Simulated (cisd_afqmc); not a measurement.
Input (AFQMC/CISD/cc-pVDZ; cisd_afqmc is a phaseless AFQMC code with CISD trial states that reads the integrals written by Ansatz):

Ansatz 0.2 input:
```python
import cisd_afqmc

open("ham.yaml", "w").write("""\
crystal:
  periodic: [false, false, false]
  atoms:
    - {symbol: O, position_ang: [0.06462128, 0.00157913, 0.02700513]}
    - {symbol: H, position_ang: [0.00178962, 0.80279151, -0.53584283]}
    - {symbol: H, position_ang: [0.01908461, -0.83637053, -0.48137831]}
    - {symbol: H, position_ang: [-0.53784446, 0.02094599, 0.80118010]}
basis:
  gaussian:
    orbitals: cc-pVDZ
total_charge: 1
magnetization: {spin_polarized: false}
correlation: {method: ccsd, electrons: outside_noble_gas, hamiltonian_folder: ham}
""")
rep = cisd_afqmc.ansatz("ham.yaml")
e_ccsd = rep["correlation"]["coupled_cluster"]["energy"]["hartree"]
out = cisd_afqmc.run("ham", e_ccsd, trial="CISD", walkers=2000, populations=1, threads=12, dt=0.005, steps=40, early=24, settle=10, least=100,
    cut=5e-5, rank_cut=2e-4, target=0.0004, seconds=1000, seed=4, memory=62639, gpu=True)
```

Output:

```
orbitals 28, occupied [4], factors 146 of 259, rank of the doubles 59 of 96
E(HF) = -76.311182
E(CCSD) on the cut factors = -76.525551, shift to the whole factors -0.000011
Energy of the trial state on the determinant = -76.525643
  tau behind 7.2 of longer steps, mean of the populations' last blocks
   2.0  -76.52932
   4.0  -76.52901
   6.0  -76.52925
   8.0  -76.52904
  10.0  -76.52929
  12.0  -76.52944
  14.0  -76.52939
  16.0  -76.52911
  18.0  -76.52886
  20.0  -76.52905
  22.0  -76.52897
blocks 100 (0 outliers left out), error by blocks joined: 1: 0.00005, 2: 0.00006, 4: 0.00006, 8: 0.00006
E(AFQMC/CISD) = -76.52914 +/- 0.00006
```
